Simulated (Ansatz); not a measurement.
**NH3 (ammonia) at 6 levels**

We compute a comparison of 6 runs (HF/6-31G, UHF/6-31G, B2PLYP/3-21G, CAM-B3LYP/6-31G, PBE0/6-31G, UMP2/6-31G) of NH3 (ammonia). 

Program for the calculation: Ansatz 0.2.0.

68 further runs of the same task are left out: 68 set aside as unsound or not needed.

## Step 1: Starting point

The species is NH3 (4 atoms), meant as a singlet with charge 0. As SMILES, `N`. The H2–N1 distance was set to 2.025 Å, away from the relaxed value. At this shape a bond of the SMILES string is far longer than usual.

Bond lengths: N1–H3 1.013 Å, N1–H4 1.013 Å. Angles: H3–N1–H4 107.7°.

## Step 2: The energy at HF/6-31G (run 1)

Contents of in.yaml:

```yaml
basis:
  gaussian:
    orbitals: 6-31G
crystal:
  periodic: [false, false, false]
  atoms:
    - {symbol: "N", position_ang: [-0.628275, 0.786154, -0.537288]}
    - {symbol: H, position_ang: [0.491930, -0.300470, 0.753380]}
    - {symbol: H, position_ang: [-1.452075, 0.242704, -0.763698]}
    - {symbol: H, position_ang: [-0.091925, 0.901574, -1.388438]}
accuracy: high
total_charge: 0
hamiltonian:
  xc: hf
```

On the command line:

```console
$ ansatz run in.yaml --threads 1 --pin off --max-ram 2610MiB --events-out events.jsonl --progress --plain --runs-dir runs
```

Standard output:

```text
Warning: RAYON_NUM_THREADS=1 ignored (pool sized by the plan → 1); use --threads N
Functional definition: HF
  name "HF"
  exchange = exact_x
  correlation = 0
349 factors; integrals over basis functions are off by at most 4.0e-9 eV
mean field evaluation 1: about -1519.4416 eV, gradient 3.2e1 eV
mean field evaluation 2: about -1519.4405 eV, gradient 3.2e1 eV
mean field evaluation 4: about -1522.7719 eV, gradient 3.2e0 eV
mean field evaluation 8: about -1522.8284 eV, gradient 1.6e-4 eV
mean field -1522.82841887 eV, -55.9629121832 hartree, gradient 2.8e-8 eV, S^2 0.000000; 0 other end points of the search recorded, 0 dependent functions left out
reference -1522.82841887 eV, -55.9629121832 hartree; 5, 5 occupied and 10, 10 virtual orbitals, 349 factors
Total energy: -1522.82841887 eV, -55.9629121832 hartree
```

Wall time 0.04 s (1 thread of AMD EPYC 9R45 (Zen 5), shared host).

## Step 3: The energy at UHF/6-31G (run 2)

Contents of input.yaml:

```yaml
crystal:
  periodic: [false, false, false]
  atoms:
    - {symbol: "N", position_ang: [-0.628275, 0.786154, -0.537288]}
    - {symbol: H, position_ang: [0.491930, -0.300470, 0.753380]}
    - {symbol: H, position_ang: [-1.452075, 0.242704, -0.763698]}
    - {symbol: H, position_ang: [-0.091925, 0.901574, -1.388438]}
basis:
  gaussian: {orbitals: 6-31G}
magnetization: {spin_polarized: true, initial_magnetization: 0}
hamiltonian: {xc: hf}
accuracy: high
```

On the command line:

```console
$ ansatz run input.yaml --threads 1 --pin off --max-ram 2610MiB --events-out events.jsonl --progress --plain --runs-dir runs
```

Standard output:

```text
Warning: RAYON_NUM_THREADS=1 ignored (pool sized by the plan → 1); use --threads N
Functional definition: HF
  name "HF"
  exchange = exact_x
  correlation = 0
349 factors; integrals over basis functions are off by at most 4.0e-9 eV
mean field evaluation 1: about -1519.4416 eV, gradient 2.3e1 eV
mean field evaluation 2: about -1519.4405 eV, gradient 2.3e1 eV
mean field evaluation 4: about -1522.7719 eV, gradient 2.2e0 eV
mean field evaluation 8: about -1522.8284 eV, gradient 1.5e-4 eV
mean field evaluation 16: about -1524.6339 eV, gradient 2.2e0 eV
mean field evaluation 32: about -1524.7490 eV, gradient 1.2e-1 eV
mean field evaluation 64: about -1522.8127 eV, gradient 2.1e-1 eV
mean field -1524.75024836 eV, -56.0335381143 hartree, gradient 3.2e-8 eV, S^2 0.885994; 3 other end points of the search recorded, 0 dependent functions left out
reference -1524.75024836 eV, -56.0335381143 hartree; 5, 5 occupied and 10, 10 virtual orbitals, 349 factors
Total energy: -1524.75024836 eV, -56.0335381143 hartree
```

Wall time 0.06 s (1 thread of AMD EPYC 9R45 (Zen 5), shared host).

Runs 3 to 5 aren't shown in full; the table further down has their settings and results.

## Step 4: A single-point energy at UMP2/6-31G (run 6)

Contents of input.yaml:

```yaml
crystal:
  periodic: [false, false, false]
  atoms:
    - {symbol: N, position_ang: [-0.628275, 0.786154, -0.537288]}
    - {symbol: H, position_ang: [0.491930, -0.300470, 0.753380]}
    - {symbol: H, position_ang: [-1.452075, 0.242704, -0.763698]}
    - {symbol: H, position_ang: [-0.091925, 0.901574, -1.388438]}
basis:
  gaussian: {orbitals: 6-31G}
total_charge: 0
magnetization: {spin_polarized: true, initial_magnetization: 0}
accuracy: high
correlation: {method: mp2, frozen_orbitals: {H: 0, "N": 1}}
```

On the command line:

```console
$ ansatz run input.yaml --threads 1 --pin off --max-ram 2610MiB --events-out events.jsonl --progress --plain --runs-dir runs
```

Standard output:

```text
Warning: RAYON_NUM_THREADS=1 ignored (pool sized by the plan → 1); use --threads N
Functional definition: HF
  name "HF"
  exchange = exact_x
  correlation = 0
349 factors; integrals over basis functions are off by at most 4.0e-9 eV
mean field evaluation 1: about -1519.4416 eV, gradient 2.3e1 eV
mean field evaluation 2: about -1519.4405 eV, gradient 2.3e1 eV
mean field evaluation 4: about -1522.7719 eV, gradient 2.2e0 eV
mean field evaluation 8: about -1522.8284 eV, gradient 1.5e-4 eV
mean field evaluation 16: about -1524.6339 eV, gradient 2.2e0 eV
mean field evaluation 32: about -1524.7490 eV, gradient 1.2e-1 eV
mean field -1524.75024836 eV, -56.0335381143 hartree, gradient 3.2e-8 eV, S^2 0.885994; 6 other end points of the search recorded, 0 dependent functions left out
1 core orbitals not correlated: weight in the atoms' cores, before any rotation towards them, 1.000 or more for the frozen orbitals, at most 0.000 for the correlated occupied ones
reference -1524.75024836 eV, -56.0335381143 hartree; 4, 4 occupied and 10, 10 virtual orbitals, 349 factors
second order -2.42725116 eV of doubles, -0.00000000 eV of singles
Total energy: -1527.17749951 eV, -56.1227379490 hartree
```

It took 0.08 s on 1 thread of AMD EPYC 9R45 (Zen 5), shared host.

## Step 5: The series

| run | level | frozen core orbitals | energy (Eh) | wall time |
| --- | --- | --- | --- | --- |
| 1 | HF/6-31G | – | -55.962912 | 0.04 s |
| 2 | UHF/6-31G | – | -56.033538 | 0.06 s |
| 3 | B2PLYP/3-21G | 1 | -55.978638 | 0.26 s |
| 4 | CAM-B3LYP/6-31G | – | -56.323773 | 0.24 s |
| 5 | PBE0/6-31G | – | -56.286761 | 0.18 s |
| 6 | UMP2/6-31G | 1 | -56.122738 | 0.08 s |

## Step 6: Results

| quantity | value |
| --- | --- |
| run 6: total energy | -56.12274 Eh |
| run 6: correlation energy (1 core orbital frozen) | -89.2 mEh |
| run 6: ⟨S²⟩ of the reference determinant | 0.886 |

What this shows: Totals of different functionals can't be ranked against each other. In run 3 the log says that unrestricted orbitals would lower the reference, so the values rest on an unstable closed-shell determinant (other closed-shell runs at this shape may share the fault). In runs 1, 3, 4, 5 a closed-shell determinant meets a far-stretched bond, which it describes badly. Spin contamination of the reference: run 2 ⟨S²⟩ = 0.89, run 6 ⟨S²⟩ = 0.89. Where it is this large, the reference is a mixture of spin states, and values that rest on it are in doubt. All runs together took 0.86 s, the longest 0.26 s.
